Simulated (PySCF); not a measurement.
From one molecule to another.

First species: 3-methylisoxazole, C₄H₅NO.
Atom-mapped SMILES: `[CH3:1][c:2]1[cH:3][cH:4][o:5][n:6]1` (hydrogens: H7, H8, H9 on C1; H10 on C3; H11 on C4)

Second species: 4-methyloxazole, C4H5NO.
SMILES: `Cc1cocn1`

Levels: B97-2/pcSseg-2 for dipole moment, HOMO energy, LUMO energy and HOMO–LUMO gap; PBE0-D3(BJ)/def2-TZVP for rotational constant A and rotational constant C. Geometries: PBE0-D3(BJ)/def2-TZVP. Each species is one conformer at its optimised geometry, gas phase, non-relativistic unless stated; the electronic structure was computed with PySCF and density fitting.

Values for the first species:

```
Dipole moment         : 2.96 D
HOMO energy           : -7.45 eV
LUMO energy           : -0.38 eV
HOMO–LUMO gap         : 7.07 eV
Rotational constant A : 9.302 GHz
Rotational constant C : 2.620 GHz
```

Problem. Estimate the same properties for the second species, and the change in each.

Solution. 
```csv
property,first,second,second less first
dipole moment,2.96 D,1.38 D,-1.58 D
HOMO energy,-7.45 eV,-6.80 eV,+0.65 eV
LUMO energy,-0.38 eV,-0.11 eV,+0.27 eV
HOMO–LUMO gap,7.07 eV,6.69 eV,-0.38 eV
rotational constant A,9.302 GHz,9.386 GHz,+0.084 GHz
rotational constant C,2.620 GHz,2.629 GHz,+0.009 GHz
```

On the first: The dipole equals about 9.9 × 10⁻³⁰ C·m (1 D = 3.33564 × 10⁻³⁰ C·m). Geometry: PBE0-D3(BJ)/def2-TZVP; no solvent, vibrations or thermal averaging.

On the second: The dipole equals about 4.6 × 10⁻³⁰ C·m (1 D = 3.33564 × 10⁻³⁰ C·m). Isolated species at its PBE0-D3(BJ)/def2-TZVP geometry, gas phase.
